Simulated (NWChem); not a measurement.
# AlNH6 (SMILES [NH3+][AlH3-]): levels of theory compared

We compute a comparison of 3 runs (SVWN5/cc-pVDZ, SVWN5/jun-cc-pV(D+d)Z, SVWN5/aug-cc-pVDZ) of AlNH6. 

The calculation is run with NWChem 7.3.0.

## Step 1: The structure to begin with

AlNH6: 8 atoms, total charge 0, spin state singlet. SMILES: `[NH3+][AlH3-]`. Geometry: relaxed at PBE0-D4/def2-TZVP.

Bond lengths: N1–Al2 2.061 Å, N1–H3 1.015 Å, N1–H4 1.015 Å, N1–H5 1.015 Å, Al2–H6 1.603 Å, Al2–H7 1.603 Å, Al2–H8 1.603 Å. Some angles: N1–Al2–H6 99.3°, N1–Al2–H7 99.3°, N1–Al2–H8 99.3°, Al2–N1–H3 111.0°, Al2–N1–H4 111.0°, Al2–N1–H5 111.0°, H6–Al2–H7 117.5°, H6–Al2–H8 117.5°, H7–Al2–H8 117.5°, H3–N1–H4 107.9°.

## Step 2: The polarisability at SVWN5/cc-pVDZ (run 1)

run.nw reads:

```
start run
memory total 2200 mb

geometry units angstrom noautosym nocenter noautoz
  N     -0.285300    -0.098100    -0.947700
  Al     0.332200     0.091100     1.009300
  H      0.208600     0.552800    -1.549700
  H     -1.278900     0.088700    -1.035500
  H     -0.112600    -1.036000    -1.294800
  H     -0.061100     1.625500     1.256600
  H      1.886900    -0.253000     0.823700
  H     -0.597500    -1.028100     1.682600
end

basis spherical bse
  N library cc-pVDZ
  Al library cc-pVDZ
  H library cc-pVDZ
end

dft
  xc slater vwn_5
  grid fine
  convergence energy 1e-08
  iterations 100
  mulliken
  print low
end

property
  response 1 0
end

task dft property
```

On the command line:

```sh
$ nwchem run.nw > run.out
```

Log:

```text
[...]
 d= 0,ls=0.0,diis     1   -299.1942008861 -3.61D+02  7.84D-03  2.85D-01     1.1
[...]
 d= 0,ls=0.0,diis     8   -299.2189733150 -2.25D-10  1.05D-07  2.86D-11     5.6
         Total DFT energy =     -299.218973315044
      One electron energy =     -538.233625157265
           Coulomb energy =      203.067191538191
    Exchange-Corr. energy =      -26.159050714033
 Nuclear repulsion energy =       62.106511018064
[...]
      Total Density - Mulliken Population Analysis
     ---------------------------------------------
    Atom       Charge   Shell Charges
 -----------   ------   -------------------------------------------------------
    1 N    7     7.14   2.01  0.74  0.59  2.48  1.30  0.01
    2 Al  13    13.07   2.00  2.03  0.70  0.39  6.02  1.11  0.64  0.18
    3 H    1     0.84   0.68  0.10  0.05
    4 H    1     0.84   0.68  0.10  0.05
    5 H    1     0.84   0.68  0.10  0.05
    6 H    1     1.09   0.67  0.41  0.01
    7 H    1     1.09   0.67  0.41  0.01
    8 H    1     1.09   0.67  0.41  0.01
[...]
 Anisotropic =       1.6258666
[...]
```

Run time: 19 s. Hardware: 1 thread of Intel Xeon 6975P-C (Granite Rapids), shared host; peak memory 0.12 GiB.

## Step 3: The polarisability at SVWN5/jun-cc-pV(D+d)Z (run 2)

alh6n.nw reads:

```
start alh6n
memory 2200 mb
charge 0
geometry units angstrom noautosym nocenter noautoz
N       -0.285300      -0.098100      -0.947700
Al       0.332200       0.091100       1.009300
H        0.208600       0.552800      -1.549700
H       -1.278900       0.088700      -1.035500
H       -0.112600      -1.036000      -1.294800
H       -0.061100       1.625500       1.256600
H        1.886900      -0.253000       0.823700
H       -0.597500      -1.028100       1.682600
end
basis spherical bse
N library "jun-cc-pV(D+d)Z"
Al library "jun-cc-pV(D+d)Z"
H library "jun-cc-pV(D+d)Z"
end
dft
xc slater vwn_5
grid fine
convergence energy 1e-08
maxiter 100
mulliken
print low
end
property
response 1 0
end
task dft property
```

On the command line:

```sh
$ nwchem alh6n.nw > alh6n.out
```

Log:

```text
[...]
 d= 0,ls=0.0,diis     1   -299.2012214344 -3.61D+02  7.85D-03  2.94D-01     1.5
[...]
 d= 0,ls=0.0,diis     8   -299.2263152762 -2.89D-10  9.69D-08  2.53D-11     7.4
         Total DFT energy =     -299.226315276226
      One electron energy =     -538.214548433058
           Coulomb energy =      203.037230216338
    Exchange-Corr. energy =      -26.155508077570
 Nuclear repulsion energy =       62.106511018064
[...]
      Total Density - Mulliken Population Analysis
     ---------------------------------------------
    Atom       Charge   Shell Charges
 -----------   ------   -------------------------------------------------------
    1 N    7     7.44   2.01  0.73  0.63  0.07  2.49  1.34  0.15  0.01
    2 Al  13    12.96   2.00  2.04  0.70  0.38  0.03  6.02  1.09  0.51  0.01  0.01  0.17
    3 H    1     0.76   0.68  0.02  0.05
    4 H    1     0.76   0.68  0.02  0.05
    5 H    1     0.76   0.68  0.02  0.05
    6 H    1     1.11   0.68  0.43  0.01
    7 H    1     1.11   0.68  0.43  0.01
    8 H    1     1.11   0.68  0.43  0.01
[...]
 Anisotropic =       1.2591496
[...]
```

Wall time 28 s (1 thread of Intel Xeon 6975P-C (Granite Rapids), shared host); peak memory 0.12 GiB.

## Step 4: The response to a field at SVWN5/aug-cc-pVDZ (run 3)

alh6n.nw reads:

```
start alh6n
title "AlH6N polarizability"
memory total 2200 mb
geometry units angstrom noautosym nocenter noautoz
N     -0.285300    -0.098100    -0.947700
Al     0.332200     0.091100     1.009300
H      0.208600     0.552800    -1.549700
H     -1.278900     0.088700    -1.035500
H     -0.112600    -1.036000    -1.294800
H     -0.061100     1.625500     1.256600
H      1.886900    -0.253000     0.823700
H     -0.597500    -1.028100     1.682600
end
basis spherical bse
* library aug-cc-pVDZ
end
dft
xc slater vwn_5
grid fine
convergence energy 1e-08
maxiter 100
mulliken
noprint "final vectors analysis"
end
property
response 1 0
end
task dft property
```

On the command line:

```sh
$ nwchem alh6n.nw > alh6n.out
```

Log:

```text
[...]
          Wavefunction type:  closed shell.
          No. of atoms     :     8
          No. of electrons :    26
[...]
          Charge           :     0
          Spin multiplicity:     1
[...]
          AO basis - number of functions:   104
[...]
              XC Information
              --------------
                        Slater Exchange Functional  1.000 local
                      VWN V Correlation Functional  1.000 local
[...]
 d= 0,ls=0.0,diis     1   -299.2014492611 -3.61D+02  1.06D-02  3.16D-01     2.5
[...]
 d= 0,ls=0.0,diis     8   -299.2282793280 -5.86D-10  1.33D-07  9.04D-11    14.1
         Total DFT energy =     -299.228279328010
      One electron energy =     -538.124207825440
           Coulomb energy =      202.933825911715
    Exchange-Corr. energy =      -26.144408432350
 Nuclear repulsion energy =       62.106511018064
[...]
      Total Density - Mulliken Population Analysis
     ---------------------------------------------
    Atom       Charge   Shell Charges
 -----------   ------   -------------------------------------------------------
    1 N    7     7.00   2.02  0.74  0.56  0.21  2.50  1.01  0.01  0.02 -0.05
    2 Al  13    13.66   2.00  2.06  0.71  0.62 -0.08  6.05  1.23  0.78  0.04  0.22  0.04
    3 H    1     0.93   0.72  0.17  0.00  0.05 -0.02
    4 H    1     0.93   0.72  0.17  0.00  0.05 -0.02
    5 H    1     0.93   0.72  0.17  0.00  0.05 -0.02
    6 H    1     0.85   0.68  0.17 -0.00  0.01 -0.00
    7 H    1     0.85   0.68  0.17 -0.00  0.01 -0.00
    8 H    1     0.85   0.68  0.17 -0.00  0.01 -0.00
[...]
 Anisotropic =       0.6547600
[...]
```

Run time: 47 s. Hardware: 1 thread of Intel Xeon 6975P-C (Granite Rapids), shared host; peak memory 0.12 GiB.

## Step 5: Overview of the runs

| run | level | energy (Eh) | mean polarisability (bohr³) | wall time |
| --- | --- | --- | --- | --- |
| 1 | SVWN5/cc-pVDZ | -299.218973 | 39.3 | 19 s |
| 2 | SVWN5/jun-cc-pV(D+d)Z | -299.226315 | 44.5 | 28 s |
| 3 | SVWN5/aug-cc-pVDZ | -299.228279 | 51.1 | 47 s |

## Step 6: Outcome

| quantity | value |
| --- | --- |
| run 3: total energy | -299.22828 Eh |
| run 3: dipole moment | 5.33 D |
| run 3: mean static polarisability | 51.1 bohr³ |

Over the runs the total energy spans 0.253 eV. All runs together took 94 s, the longest 47 s.
